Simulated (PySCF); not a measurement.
# Oxygen: a sound run and one with changed settings

Sound run: O [He] 2s2 2p4, O⁺ [He] 2s2 2p3. Computed with PySCF 2.14 in jorge-DZP-DKH (4s2p1d, 15 functions), with scalar relativity by spin-free X2C-1e. In the sound run the correlated levels freeze 1s2. The sound run starts from symmetry-adapted Hartree-Fock orbitals and uses a fine grid where one is needed.

Changed run: all electrons correlated in a basis built for the valence shell.

```json
{"species": "O", "method": "MP2", "sound run (hartree)": "-74.95532", "changed run (hartree)": "-74.96913", "converged": "yes"}
{"species": "O", "method": "CCSD(T)", "sound run (hartree)": "-74.97119", "changed run (hartree)": "-74.98566", "converged": "yes"}
{"species": "O⁺", "method": "MP2", "sound run (hartree)": "-74.48350", "changed run (hartree)": "-74.49710", "converged": "yes"}
{"species": "O⁺", "method": "CCSD(T)", "sound run (hartree)": "-74.49823", "changed run (hartree)": "-74.51251", "converged": "yes"}
```

Ionisation energy of O:

```
 method  sound run (eV)  changed run (eV)
    UHF          11.988            11.988
    MP2          12.839            12.845
SCS-MP2          12.835            12.838
   CCSD          12.853            12.857
CCSD(T)          12.870            12.875
```

A valence basis has no tight correlating functions, so it recovers only part of the core correlation, and not evenly between atom and ion.

For comparison, NIST gives 13.618 eV between the lowest levels.
